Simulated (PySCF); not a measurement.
**wB97X-V/STO-3G run of H2O2 (hydrogen peroxide)**

Aim: the energy change on altering one bond length of H2O2 (hydrogen peroxide) at wB97X-V/STO-3G, from 2 runs. Input form: a Python script.

Program for the calculation: PySCF 2.14.0.

9 further runs of the same task are left out: 9 set aside as unsound or not needed.

**1. The structure to begin with**

The species is H2O2 (4 atoms), meant as a singlet with charge 0. SMILES: `OO`. The shape is that of a PBE0-D4/def2-TZVP optimisation.

Bond lengths: O1–O2 1.426 Å, O1–H3 0.965 Å, O2–H4 0.965 Å. Angles: O1–O2–H4 101.1°, O2–O1–H3 101.1°.

**2. A single-point energy at wB97X-V/STO-3G**

Contents of job.py:

```python
# OO
from pyscf import gto, dft

system = gto.Mole()
system.atom = [
    ('O', (-0.486800, -0.581100, 0.030600)),
    ('O', (0.048300, 0.728400, 0.206900)),
    ('H', (0.186400, -1.117000, 0.467400)),
    ('H', (0.252100, 0.969800, -0.704900)),
]
system.verbose = 3
system.max_memory = 1860
system.basis = 'sto-3g'
system.build()

mf = dft.RKS(system, xc='wb97x-v')
mf.grids.level = 5
mf.nlcgrids.level = 1
mf.conv_tol = 1e-10
mf.kernel()
if not mf.converged:
    mf = mf.newton().run(mf.mo_coeff, mf.mo_occ)

e_final = mf.e_tot
print('Final energy', e_final)
```

The run is started by

```bash
OMP_NUM_THREADS=1 python job.py
```

Log:

```text
converged SCF energy = -149.41563509831
Final energy -149.41563509831022
```

Wall time 9.3 s (1 thread of Arm Neoverse V1, shared host); peak memory 0.17 GiB.

**3. The distorted shape**

Contents of mol.xyz:

```xyz
4
H2O2
O     -0.621459    -0.473905    -0.056772
O     -0.086359     0.835595     0.119528
H      0.186400    -1.117000     0.467400
H      0.117441     1.076995    -0.792272
```

Contents of job.py:

```python
from pyscf import gto, dft

mol = gto.M(
    atom='mol.xyz',
    max_memory=1860,
    basis='sto-3g',
    spin=0,
    verbose=4,
)

mf = dft.RKS(mol)
mf.xc = 'wb97x-v'
mf.nlcgrids.level = 1
mf.grids.level = 5
mf.conv_tol = 1e-10
mf.kernel()
if not mf.converged:
    mf = mf.newton().run(mf.mo_coeff, mf.mo_occ)

energy = mf.e_tot
print(f'total energy: {energy:.8f} hartree')
```

The run is started by

```bash
OMP_NUM_THREADS=1 python job.py
```

Log:

```text
PySCF version 2.14.0

[INPUT] num. atoms = 4
[INPUT] num. electrons = 18
[INPUT] charge = 0
[INPUT] spin (= nelec alpha-beta = 2S) = 0
[INPUT] symmetry False subgroup None
[INPUT] Mole.unit = angstrom
[INPUT] Symbol           X                Y                Z      unit          X                Y                Z       unit  Magmom
[INPUT]  1 O     -0.621459000000  -0.473905000000  -0.056772000000 AA   -1.174387307646  -0.895550659062  -0.107283531544 Bohr   0.0
[INPUT]  2 O     -0.086359000000   0.835595000000   0.119528000000 AA   -0.163194858391   1.579045701056   0.225875184217 Bohr   0.0
[INPUT]  3 H      0.186400000000  -1.117000000000   0.467400000000 AA    0.352244949619  -2.110824081139   0.883257990622 Bohr   0.0
[INPUT]  4 H      0.117441000000   1.076995000000  -0.792272000000 AA    0.221931325795   2.035225587526  -1.497177096161 Bohr   0.0

nuclear repulsion = 36.3892229866332
number of shells = 8
number of NR pGTOs = 36
number of NR cGTOs = 12
basis = sto-3g
ecp = {}

******** <class 'pyscf.dft.rks.RKS'> ********
method = RKS
initial guess = minao
damping factor = 0
level_shift factor = 0
DIIS = <class 'pyscf.scf.diis.CDIIS'>
diis_start_cycle = 1
diis_space = 8
diis_damp = 0
SCF conv_tol = 1e-10
SCF conv_tol_grad = None
SCF max_cycles = 50
direct_scf = True
direct_scf_tol = 1e-13
XC library pyscf.dft.libxc version 7.0.0
    S. Lehtola, C. Steigemann, M. J.T. Oliveira, and M. A.L. Marques.,  SoftwareX 7, 1–5 (2018)
XC functionals = wb97x-v
    N. Mardirossian and M. Head-Gordon.,  Phys. Chem. Chem. Phys. 16, 9904-9924 (2014)
radial grids:
    Treutler-Ahlrichs [JCP 102, 346 (1995); DOI:10.1063/1.469408] (M4) radial grids

becke partition: Becke, JCP 88, 2547 (1988); DOI:10.1063/1.454033
pruning grids: <function nwchem_prune>
grids dens level: 5
symmetrized grids: False
atomic radii adjust function: <function treutler_atomic_radii_adjust>
** Following is NLC and NLC Grids **
NLC functional = wb97x-v
radial grids:
    Treutler-Ahlrichs [JCP 102, 346 (1995); DOI:10.1063/1.469408] (M4) radial grids

becke partition: Becke, JCP 88, 2547 (1988); DOI:10.1063/1.454033
pruning grids: <function nwchem_prune>
grids dens level: 1
symmetrized grids: False
atomic radii adjust function: <function treutler_atomic_radii_adjust>
small_rho_cutoff = 0
Set gradient conv threshold to 1e-05
Initial guess from minao.
tot grids = 133040
tot grids = 15304
init E= -149.283757218794
  HOMO = -0.279584333461539  LUMO = 0.0742147481411128  gap/eV = 9.62736
cycle= 1 E= -149.361500258865  delta_E= -0.0777  |g|= 0.309  |ddm|= 2.42
  HOMO = -0.160881294732272  LUMO = 0.336068861249174  gap/eV = 13.52270
cycle= 2 E= -149.407396151614  delta_E= -0.0459  |g|= 0.0852  |ddm|= 0.707
  HOMO = -0.239521443824814  LUMO = 0.312420749130951  gap/eV = 15.01911
cycle= 3 E= -149.409979870624  delta_E= -0.00258  |g|= 0.0202  |ddm|= 0.127
  HOMO = -0.236935151425245  LUMO = 0.318233779736468  gap/eV = 15.10692
cycle= 4 E= -149.410104748573  delta_E= -0.000125  |g|= 0.00954  |ddm|= 0.0368
  HOMO = -0.236500988173456  LUMO = 0.318266701806022  gap/eV = 15.09600
cycle= 5 E= -149.410135215947  delta_E= -3.05e-05  |g|= 0.000878  |ddm|= 0.0122
  HOMO = -0.236664987186514  LUMO = 0.318187790088597  gap/eV = 15.09831
cycle= 6 E= -149.410135909108  delta_E= -6.93e-07  |g|= 0.000207  |ddm|= 0.00275
  HOMO = -0.236679040710684  LUMO = 0.318182920772446  gap/eV = 15.09856
cycle= 7 E= -149.410135969133  delta_E= -6e-08  |g|= 2.89e-05  |ddm|= 0.00109
  HOMO = -0.236676868108401  LUMO = 0.318184070646775  gap/eV = 15.09854
cycle= 8 E= -149.410135970311  delta_E= -1.18e-09  |g|= 5.09e-06  |ddm|= 0.000143
  HOMO = -0.236677171938546  LUMO = 0.318183579135902  gap/eV = 15.09853
cycle= 9 E= -149.410135970347  delta_E= -3.53e-11  |g|= 5.92e-07  |ddm|= 2.65e-05
  HOMO = -0.236677134061799  LUMO = 0.318183605720791  gap/eV = 15.09853
Extra cycle  E= -149.410135970347  delta_E= -2.27e-13  |g|= 2.33e-07  |ddm|= 1.56e-06
converged SCF energy = -149.410135970347
total energy: -149.41013597 hartree
```

Wall time 10 s (1 thread of Arm Neoverse V1, shared host); peak memory 0.17 GiB.

**4. Outcome**

At wB97X-V/STO-3G:

| quantity | value |
| --- | --- |
| first shape: total energy | -149.41564 Eh |
| first shape: dipole moment | 1.50 D |
| first shape: HOMO energy | -6.45 eV |
| first shape: LUMO energy | 9.29 eV |
| first shape: HOMO–LUMO gap | 15.74 eV |
| distorted shape: total energy | -149.41014 Eh |
| distorted shape: dipole moment | 1.40 D |
| distorted shape: HOMO energy | -6.44 eV |
| distorted shape: LUMO energy | 8.66 eV |
| distorted shape: HOMO–LUMO gap | 15.10 eV |
| energy change with the O1–H3 bond stretched from 0.965 to 1.158 Å | 0.150 eV |

**Reading.** With the O1–H3 bond stretched from 0.965 to 1.158 Å the energy rises by 0.15 eV (14.4 kJ/mol). The first shape isn't relaxed at this level, so the change isn't measured from a minimum. The minimal basis adds a large error of its own. Mulliken charges (first shape) run from -0.20 on O1 to +0.20 on H3; they depend strongly on the basis.
